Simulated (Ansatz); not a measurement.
# How far each method lies from full CI for HBr, singlet

Geometry: a PBE0/def2-TZVP stationary point for this spin.

```xyz
2

Br    0.0000    0.0000    0.0000
H     0.0000    0.0000    1.4206
```

Basis cc-pVDZ; Ansatz 0.2.0. Only valence electrons are correlated (noble-gas cores and the filled d shells of p-block atoms frozen), which leaves 8 electrons in 18 orbitals. Prefix R: restricted or restricted open-shell reference. Active spaces: valence = (8e, 5o) chosen from the atoms' valence shells. No spin–orbit coupling is included, and no scalar relativity.

Full CI is exact within this basis and frozen core; it isn't the basis-set limit.

```
UHF ⟨S²⟩                          : 0.000
T1 diagnostic (RCCSD)             : 0.0052
largest doubles amplitude (RCCSD) : 0.064
```

```tsv
level	E − E(RHF) (eV)
RMP2	-3.4163
RCCSD	-3.8357
RCCSD(T)	-3.8908
```

**Question.** Estimate how far full CI in cc-pVDZ lies from RCCSD(T). The table doesn't fix it; the size of (T) and the diagnostics are the guide.

**Answer.** Full CI in cc-pVDZ lies 1.2 kJ/mol below RCCSD(T), which is 23 % of the (T) step (-5.3 kJ/mol). The diagnostics are small and one determinant leads, so the series closes fast and only a small part of (T) is left.

The other levels:

| level | E − E(full CI) (kJ/mol) | share of correlation (%) | wall time |
| --- | --- | --- | --- |
| CISD | 20.7 | 94.51 | 0.51 s |
| BCCD(T) | 1.2 | 99.67 | 0.42 s |
| RCCSDT | 0.6 | 99.83 | – |
| CISDTQ | 0.5 | 99.88 | 1.3 s |
| RCCSDT(Q) | 0.1 | 99.98 | 0.81 s |
| RCCSDTQ | 0.0 | 99.99 | 3.2 s |
| CASSCF (valence space) | 328.7 | 12.74 | – |
| NEVPT2 (valence space) | 71.9 | 80.90 | 1.2 s |
| MRCISD (valence space) | 15.1 | 95.99 | – |
| MRCISD+Q (valence space) | -1.2 | 100.33 | 1.5 s |

The correlation energy at full CI, counted from RHF, is -3.903 eV. That run took 8.5 s on 1 thread of Arm Neoverse V1, shared host over 2,342,800 determinants.

Times hold each run's SCF and search for its determinant on a shared host, so for small cases they say little of a method's own cost; they ran on 1 thread of Arm Neoverse V1.

Not variational, and here over 5 meV under the exact energy: MRCISD+Q (valence space).

The full-CI state has the irrep A1 of C2v, in the program's axes (one component, if the state is degenerate).

Natural occupations of full CI about the gap: 1.984 1.963 1.963 1.951 0.040 0.015 0.015 0.015 0.015 0.009; effectively unpaired electrons, Σ n²(2−n)², 0.03.

Atomization energy (electronic, same basis, no zero-point term; atoms at the same level, unrestricted beside the R rows where the molecule is a closed shell, but restricted open-shell past Ca, as are all atoms' steps beyond CCSDT(Q)) at full CI: 363.0 kJ/mol. Errors of other levels:

| level | error (kJ/mol) |
| --- | --- |
| RHF | -84.6 |
| RMP2 | -8.2 |
| CISD | -9.2 |
| RCCSD | -3.3 |
| RCCSD(T) | -0.4 |
| BCCD(T) | -0.4 |
| RCCSDT | -0.3 |
| CISDTQ | -0.3 |
| RCCSDT(Q) | 0.0 |
| RCCSDTQ | 0.0 |
| CASSCF (valence space) | -36.7 |
| NEVPT2 (valence space) | -2.7 |
| MRCISD (valence space) | -3.4 |
| MRCISD+Q (valence space) | -1.0 |

This basis is far from its limit, so the value isn't to be set against a measured one. Truncated CI isn't size-consistent, which counts against it in atomization.
